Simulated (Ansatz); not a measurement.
**[NH₂···H···NH], triplet in cc-pVDZ: errors against UCCSDT(Q)**

Geometry: a point of a hydrogen-transfer path between rigid fragments, not a stationary point.

```xyz
6

N    -1.2390    0.0138   -0.0277
H    -1.5363    0.9816   -0.0277
H    -1.5363   -0.3885    0.8526
H    -0.2970    0.0138   -0.0277
N     1.3640    0.0138   -0.0277
H     1.6331   -0.9904   -0.0277
```

Basis cc-pVDZ; Ansatz 0.2.0. Only valence electrons are correlated (noble-gas cores frozen), which leaves 14 electrons in 46 orbitals. Prefix R: restricted or restricted open-shell reference; prefix U: unrestricted. Active spaces: pair = (4e, 4o) about the gap; valence = (10e, 10o, short of the full valence) chosen from the atoms' valence shells.

Full CI isn't at hand for all of this; UCCSDT(Q) serves as the reference, and is uncertain by about the last step of the cluster series. The frozen core follows each run's orbitals, which can shift R against U totals by a few meV.

For open shells CISD is restricted-active-space CI with the open shells as a complete middle space.

The UHF ⟨S²⟩ is 2.015. The T1 diagnostic (RCCSD) is 0.0151, the largest doubles amplitude (RCCSD) is 0.028 and the T1 diagnostic (UCCSD) is 0.0097.

| level | E − E(UCCSDT(Q)) (kJ/mol) | share of correlation (%) | wall time |
| --- | --- | --- | --- |
| RHF | 902.0 | 0.00 | – |
| UHF | 882.7 | 2.15 | – |
| RMP2 | 110.8 | 87.71 | – |
| UMP2 | 110.6 | 87.74 | – |
| CISD | 85.9 | 90.47 | 6.5 s |
| RCCSD | 18.5 | 97.94 | – |
| UCCSD | 18.2 | 97.98 | – |
| RCCSD(T) | 2.9 | 99.68 | 1.4 s |
| UCCSD(T) | 2.8 | 99.69 | 1.1 s |
| BCCD(T) | 2.9 | 99.68 | 1.7 s |
| RCCSDT | 1.3 | 99.85 | – |
| UCCSDT | 1.2 | 99.87 | – |
| RCCSDT(Q) | 0.1 | 99.98 | 2 min |
| CASSCF (pair space) | 841.0 | 6.76 | – |
| NEVPT2 (pair space) | 103.9 | 88.48 | 0.6 s |
| CASSCF (valence space) | 658.9 | 26.95 | – |
| NEVPT2 (valence space) | 122.2 | 86.45 | 5.5 s |

The correlation energy at UCCSDT(Q), counted from RHF, is -9.349 eV. That run took 1.9 min on 1 thread of Intel Xeon 6975P-C, shared host.

Times hold each run's SCF and search for its determinant on a shared host, so for small cases they say little of a method's own cost; they ran on 1 thread of Intel Xeon 6975P-C.

Natural occupations of CASSCF (valence space) about the gap: 1.980 1.979 1.973 1.000 1.000 0.027 0.021 0.020 0.015; effectively unpaired electrons, Σ n²(2−n)², 2.01.
